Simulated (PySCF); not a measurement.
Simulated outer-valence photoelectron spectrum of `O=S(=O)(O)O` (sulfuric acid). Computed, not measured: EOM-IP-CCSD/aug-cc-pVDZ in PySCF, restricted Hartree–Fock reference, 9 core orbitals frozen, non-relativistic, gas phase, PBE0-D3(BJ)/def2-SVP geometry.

Each root has a Gaussian of 0.3 eV full width with its one-hole share as area; cross sections and vibrations are left out, and the highest printed point is 100.

(ionisation energy (eV), intensity): (11.8, 1), (11.9, 6), (12.0, 22), (12.1, 46), (12.2, 54), (12.3, 44), (12.4, 55), (12.5, 91), (12.6, 100), (12.7, 62), (12.8, 22), (12.9, 4), (13.0, 0), (13.1, 0), (13.2, 0), (13.3, 3), (13.4, 13), (13.5, 38), (13.6, 64), (13.7, 74), (13.8, 70), (13.9, 49), (14.0, 22), (14.1, 5), (14.2, 1), (14.3, 0), (14.4, 0), (14.5, 0), (14.6, 4), (14.7, 16), (14.8, 40), (14.9, 53), (15.0, 37), (15.1, 14), (15.2, 3), (15.3, 1), (15.4, 3), (15.5, 13), (15.6, 35), (15.7, 53), (15.8, 43), (15.9, 19), (16.0, 4), (16.1, 1), (16.2, 0), (16.3, 0), (16.4, 0), (16.5, 0), (16.6, 0), (16.7, 3), (16.8, 14), (16.9, 37), (17.0, 53), (17.1, 40), (17.2, 16), (17.3, 4), (17.4, 0)

Q: Where are the maxima, and how many lines lie under the curve?

A: 6 maxima, at 12.2, 12.6, 13.7, 14.9, 15.7 and 17.0 eV, from 8 lines. At this width some lines have no maximum of their own.

Q: List the lines with their holes.

A: 
```json
{"E (eV)": "12.17", "leading hole (HF orbital)": "HOMO", "area": "0.95", "Koopmans (eV)": "13.95"}
{"E (eV)": "12.54", "leading hole (HF orbital)": "HOMO-2", "area": "0.94", "Koopmans (eV)": "14.50"}
{"E (eV)": "12.60", "leading hole (HF orbital)": "HOMO-1", "area": "0.94", "Koopmans (eV)": "14.45"}
{"E (eV)": "13.61", "leading hole (HF orbital)": "HOMO-3", "area": "0.94", "Koopmans (eV)": "15.33"}
{"E (eV)": "13.83", "leading hole (HF orbital)": "HOMO-4", "area": "0.95", "Koopmans (eV)": "15.75"}
{"E (eV)": "14.89", "leading hole (HF orbital)": "HOMO-5", "area": "0.94", "Koopmans (eV)": "17.16"}
{"E (eV)": "15.72", "leading hole (HF orbital)": "HOMO-6", "area": "0.95", "Koopmans (eV)": "17.60"}
{"E (eV)": "17.01", "leading hole (HF orbital)": "HOMO-7", "area": "0.94", "Koopmans (eV)": "19.19"}
```

The widest gap, 1.29 eV, lies between 15.72 and 17.01 eV. Only orbitals with −ε under 21 eV, eight at most, were ionised, so the high end of the curve may lack lines.

The run took 2.1 min of wall time on Intel Xeon Platinum 8375C at 2.90 GHz, one thread (shared host), and the process peaked at 2.4 GiB of memory.

Conformer computed: `[O:1]=[S:2](=[O:3])([OH:4])[OH:5]`: H–O4–S2–O1 161°, H–O5–S2–O1 26°.

One conformer stands for the species.
